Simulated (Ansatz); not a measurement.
H4OSi2, SMILES `[SiH]O[SiH3]`, relaxed with RKS PBE0-D4/def2-TZVP in the Gaussian-basis code of Ansatz from a PBE-D4/def2-SVP geometry. The force threshold is 0.005 eV/Å; the program also tests the step.

Charge 0, multiplicity 1.

Start:

```xyz
7

Si   -1.135    1.834    0.798
O     0.207    1.004    0.206
Si    0.663   -0.536   -0.328
H    -2.153    0.629    0.776
H    -0.497   -1.489   -0.207
H     1.102   -0.433   -1.761
H     1.812   -1.010    0.515
```

```csv
step,energy (eV),largest force (eV/Å),largest move (Å)
1,-17860.2995,0.890,0.000
2,-17860.3472,0.522,0.036
3,-17860.3618,0.035,0.027
4,-17860.3620,0.032,0.006
5,-17860.3624,0.020,0.013
6,-17860.3626,0.011,0.028
7,-17860.3626,0.001,0.006
```

End:

```xyz
7

Si   -1.106    1.802    0.782
O     0.187    0.972    0.194
Si    0.652   -0.526   -0.324
H    -2.120    0.631    0.780
H    -0.487   -1.473   -0.214
H     1.092   -0.421   -1.737
H     1.782   -0.986    0.519
```

Hardware: 2 threads of a server CPU on a shared host. Wall time 13 s, peak host memory 0.26 GiB.
